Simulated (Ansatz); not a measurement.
Saddle search on SiH6S, singlet by partitioned rational-function steps on PBE0-D4/def2-TZVP gradients (Ansatz 0.2.0), from this start:

Si1  (-0.652, -0.125, -0.417)
S2  (0.746, 0.421, 1.621)
H3  (-0.629, -0.789, -1.770)
H4  (-1.420, 1.145, -0.428)
H5  (-1.329, -1.171, 0.421)
H6  (1.042, 0.679, 0.014)
H7  (0.816, 0.587, -0.972)
H8  (1.424, -0.746, 1.531)
(Å)

```
step  energy less the last (meV)  largest force (eV/Å)  curvature followed (eV/Å²)
   1                        11.8                 0.206                      -12.63
   2                         9.3                 0.302                      -12.58
   3                         2.4                 0.125                      -12.48
   4                         3.7                 0.270                      -12.44
   5                         3.8                 0.197                      -12.48
   6                         1.9                 0.156                      -12.49
   7                         0.4                 0.041                      -12.48
   8                         0.3                 0.029                      -12.68
   9                         0.6                 0.084                      -12.65
  10                         0.5                 0.040                      -12.52
  11                         0.2                 0.022                      -12.59
  12                         0.1                 0.011                      -12.59
  13                         0.1                 0.024                      -12.57
  14                         0.0                 0.009                      -12.55
```

The search ended at:

Si1  (-0.636, -0.122, -0.416)
S2  (0.715, 0.473, 1.610)
H3  (-0.704, -0.692, -1.801)
H4  (-1.393, 1.145, -0.360)
H5  (-1.222, -1.230, 0.388)
H6  (1.031, 0.622, -0.032)
H7  (0.840, 0.504, -0.997)
H8  (1.369, -0.701, 1.608)
(Å)
